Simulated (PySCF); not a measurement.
## Worked example: building the atomization energy of SO$_{2}$, singlet

Measured: the G2/97 heats of formation, with zero-point and thermal terms from B3LYP taken off, give an electronic atomization energy of 258.4 kcal/mol (Curtiss et al., J. Chem. Phys. 106, 1063 (1997); Staroverov et al., J. Chem. Phys. 119, 12129 (2003)). The calculation below tries to reproduce it.

Geometry (MP2(full)/6-31G*, from the G2/97 set):

```csv
atom,x (Å),y (Å),z (Å)
S,0.0000,0.0000,0.3699
O,0.0000,1.2776,-0.3707
O,0.0000,-1.2776,-0.3707
```

Atomization energies (atoms less molecule, kcal/mol) from PySCF 2.14.0, frozen cores, restricted molecule, unrestricted atoms (their steps beyond CCSDT from full CI of the atoms), sets cc-pV(D+d)Z, cc-pV(T+d)Z, cc-pV(Q+d)Z:

| level | DZ | TZ | QZ |
| --- | --- | --- | --- |
| HF | 73.17 | 97.40 | 99.53 |
| CCSD(T) | 203.96 | 239.33 | 249.03 |
| CCSDT | 203.83 | – | – |
| CCSDT(Q) | 205.92 | – | – |

Q: Extrapolate Hartree–Fock with exp(−5.46 √X) and the CCSD(T) correlation part with X⁻³ (X = 3, 4), add each higher step from the largest set that has it, and compare with the measured value.

A: Hartree–Fock: 99.53 + (99.53 − 97.40) × 0.301 = 100.17.
Correlation: TZ 141.93, QZ 149.50; (64 × 149.50 − 27 × 141.93) / 37 = 155.02.
Full triples (DZ): 203.83 − 203.96 = -0.13.
(Q) (DZ): 205.92 − 203.83 = 2.09.
Sum: 257.1 kcal/mol, 1.3 below the measured 258.4.

The steps beyond CCSD(T) add 1.96 kcal/mol, while going from QZ to the limit adds 6.16. Core correlation, scalar relativity, spin–orbit terms and the relaxation from this MP2 geometry are missing from the sum, and the measured value has its own uncertainty.
